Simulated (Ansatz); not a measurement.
Process, species as SMILES: P (PH3) → [PH2-] + H+
B3LYP-D3(BJ)/def2-TZVP geometries, fixed; electronic energies without zero-point terms.

Basis-set convergence of the deprotonation energy at CCSD(T) with Ansatz (a first-principles code). All functions are spherical. Cores are frozen. No added dispersion term, no relativity. Functions are those of the species that has most. Reference: Hartree-Fock in aug-cc-pV(Q+d)Z plus the correlation part extrapolated as X^-3 from aug-cc-pV(T+d)Z and aug-cc-pV(Q+d)Z, 372.49 kcal/mol, itself unsure by roughly 0.13 kcal/mol (a third of the extrapolation step and of the last Hartree-Fock step). Deviations are taken from unrounded values.

| basis | functions | deprotonation energy (kcal/mol) | minus reference (kcal/mol) |
|---|---|---|---|
| pcseg-0 | 19 | 381.50 | 9.01 |
| def2-SV(P) | 24 | 390.70 | 18.21 |
| def2-SVP | 33 | 397.14 | 24.65 |
| pcseg-1 | 33 | 383.80 | 11.31 |
| def2-SVPD | 48 | 384.63 | 12.14 |
| def2-TZVP | 55 | 380.54 | 8.05 |
| def2-TZVPD | 70 | 376.84 | 4.35 |
| pcseg-2 | 76 | 384.53 | 12.04 |
| def2-TZVPP | 84 | 381.56 | 9.07 |
| def2-TZVPPD | 99 | 378.18 | 5.69 |
| def2-QZVPP | 160 | 376.36 | 3.87 |
| pcseg-3 | 163 | 375.91 | 3.42 |
| def2-QZVPPD | 175 | 375.47 | 2.98 |

Of the sets listed that have larger relatives (same family, alike in diffuse functions), none stays within 2 kcal/mol of the reference together with them.
